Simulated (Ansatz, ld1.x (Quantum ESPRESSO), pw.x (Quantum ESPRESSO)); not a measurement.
**Pd (Z = 46): does the RRKJ potential hold in the solid?**

| Quantity | Value |
| --- | --- |
| Element | Pd (Z = 46) |
| Generator | ld1.x (Quantum ESPRESSO) 7.5 |
| Type | norm-conserving RRKJ (Kleinman–Bylander form) |
| Functional | PBEsol |
| Relativity | scalar-relativistic |
| Frozen core | [Kr] |
| Valence charge | 10 |
| Reference configuration | 4d10 5s0 |
| Partial waves | 5p channel at 0.05 Ry: rc 2.30 bohr; 4d (bound): rc 1.50 bohr; 5s (bound, empty): rc 2.20 bohr |
| Local potential | the s channel |
| Core correction | Bessel-smoothed model core inside 1.05 bohr |

Atomic tests: cutoffs needed: 60 Ry and 70 Ry (the cutoffs (Ry, on a coarse ladder) from which the occupation-weighted sum of valence levels, in a spherical-Bessel basis at the reference potential, stays within 10 and 1 mRy of its value at 400 Ry); ghost test: no extra level below or beside the all-electron valence levels (p, d, s, f tested) (spherical-Bessel basis up to 400 Ry, 20 bohr box); largest excitation error: -2862 meV (all-electron minus pseudo) for 4d6 5s0, out of 7 test configurations.

Crystal test: bcc Pd in pw.x 7.5, no spin, 15³ k-points, Fermi–Dirac smearing 0.01 Ry, cutoffs 85/340 Ry. The reference is all-electron LAPW (Ansatz 0.2.0) with the same functional, mesh and smearing; V0 and B0 come from Birch–Murnaghan fits to the pressures at five volumes. Errors are pseudo minus all-electron; Δ is the rms difference of the E(V) curves that follow from these fits, minima aligned, over ±6 % about the mean V0. Mesh and smearing are coarse, so the numbers serve the comparison and aren't converged zero-temperature values; the lattice is a test structure that the element need not adopt.

```tsv
V (Å³/atom)	P all-electron (GPa)	P pseudo (GPa)
13.972	11.37	24.30
14.339	5.15	16.78
14.707	-0.15	10.34
15.075	-4.67	4.84
15.442	-8.50	0.14
```

All-electron: a0 = 3.086 Å (V0 = 14.70 Å³/atom), B0 = 196.2 GPa.

Pseudopotential: mean pressure error (GPa): +10.64. The pressure does not cross zero within the volumes sampled, so no fit is given. This is a poor potential for the solid.

Problem. At the middle volume, how do free energy and pressure move when the wave cutoff is lowered (ecutrho kept at four times it)?

Solution.

```json
{"cutoff (Ry)": "38", "shift of F (meV/atom)": "+5775.7", "shift of P (GPa)": "-275.96"}
{"cutoff (Ry)": "51", "shift of F (meV/atom)": "+428.3", "shift of P (GPa)": "-36.89"}
{"cutoff (Ry)": "68", "shift of F (meV/atom)": "+2.3", "shift of P (GPa)": "-0.15"}
```

The run at the middle volume (120 k-points, 7 iterations) took about 19 s on one core of a shared host (Neoverse-V1, 32 threads, 247 GiB, load 10).
